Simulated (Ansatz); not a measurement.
Input file:

```yaml
crystal:
  periodic: [false, false, false]
  atoms:
    - {symbol: Br, position_ang: [0.000000, 0.000000, -1.723000]}
    - {symbol: H, position_ang: [0.000000, 0.000000, -0.085000]}
    - {symbol: Cl, position_ang: [0.000000, 0.000000, 1.808000]}
basis:
  gaussian: {orbitals: cc-pVDZ}
magnetization: {spin_polarized: false, initial_magnetization: 1}
correlation: {method: ccsdt_q, electrons: outside_noble_gas}
```

```sh
$ ansatz run in.yaml --threads 1 --pin off --events-out ev --progress --plain --max-ram 2393MiB
```

The program prints:

```
929 factors; integrals over basis functions are off by at most 1.1e-7 eV
mean field evaluation 1: about -82513.2124 eV, gradient 1.9e1 eV
mean field evaluation 2: about -82513.2185 eV, gradient 1.9e1 eV
mean field evaluation 4: about -82514.4699 eV, gradient 1.9e1 eV
mean field evaluation 8: about -82515.9995 eV, gradient 4.4e-1 eV
mean field evaluation 16: about -82516.0013 eV, gradient 3.2e-5 eV
mean field evaluation 32: about -82514.6590 eV, gradient 1.3e0 eV
mean field evaluation 64: about -82510.9215 eV, gradient 3.0e1 eV
mean field evaluation 96: about -82516.0012 eV, gradient 5.2e-2 eV
mean field evaluation 128: about -82515.9008 eV, gradient 1.2e-5 eV
mean field evaluation 160: about -82510.9215 eV, gradient 3.0e1 eV
...
mean field -82516.00129203 eV, -3032.4071161276 hartree, gradient 1.5e-6 eV, S^2 0.750000; 11 other end points of the search recorded, 0 dependent functions left out
...
determinant -82516.00129203 eV, -3032.4071161276 hartree, with singles and doubles -82523.57593594 eV, -3032.6854791569 hartree
determinant -82515.90083431 eV, -3032.4034243745 hartree, with singles and doubles -82523.63826379 eV, -3032.6877696633 hartree
determinant -82514.72063783 eV, -3032.3600529539 hartree, with singles and doubles -82522.41020786 eV, -3032.6426394401 hartree
determinant -82516.00129203 eV, -3032.4071161276 hartree, with singles and doubles -82523.57689383 eV, -3032.6855143589 hartree
determinant -82515.90083431 eV, -3032.4034243745 hartree, with singles and doubles -82523.63881665 eV, -3032.6877899804 hartree
19 core orbitals not correlated: weight in the atoms' cores, before any rotation towards them, 1.000 or more for the frozen orbitals, at most 0.000 for the correlated occupied ones
reference -82515.90083431 eV, -3032.4034243745 hartree; 8, 7 occupied and 23, 24 virtual orbitals, 929 factors
second order -6.76416540 eV of doubles, -0.08839562 eV of singles
...
cycle   6  -7.88323006 eV  change   -1.5e-3 eV  update   2.3e-3
cycle   7  -7.88348863 eV  change   -2.6e-4 eV  update   8.0e-4
cycle   8  -7.88412915 eV  change   -6.4e-4 eV  update   3.6e-4
cycle   9  -7.88421345 eV  change   -8.4e-5 eV  update   1.4e-4
cycle  10  -7.88414370 eV  change    7.0e-5 eV  update   6.6e-5
cycle  11  -7.88419545 eV  change   -5.2e-5 eV  update   2.9e-5
cycle  12  -7.88422200 eV  change   -2.7e-5 eV  update   9.8e-6
cycle  13  -7.88423172 eV  change   -9.7e-6 eV  update   4.3e-6
cycle  14  -7.88423457 eV  change   -2.8e-6 eV  update   1.6e-6
cycle  15  -7.88423491 eV  change   -3.4e-7 eV  update   7.5e-7
perturbative correction -0.01345114 eV, -0.0004943202 hartree
Total energy: -82523.79852036 eV, -3032.6936589835 hartree
```

The determinant lies 0.10 eV above the lowest one of its kind in the log.

Ran on 1 thread of Intel Xeon Platinum 8488C, shared host: 26 s wall, 0.41 GiB peak host memory.
